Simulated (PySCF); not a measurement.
A structure optimised at PBE0-D3(BJ)/def2-TZVPD, used in a PySCF frequency run:

```xyz
2

Be     0.0000     0.0000    -0.2707
H      0.0000     0.0000     1.0828
```
Charge 0, spin multiplicity 2.

**Question.** Write its SMILES, formula and point group.

**Answer.** [BeH], BeH, C∞v

**Question.** What are its rotational constants (standard atomic weights)?

**Answer.** 304.29 GHz (linear rotor, B only)
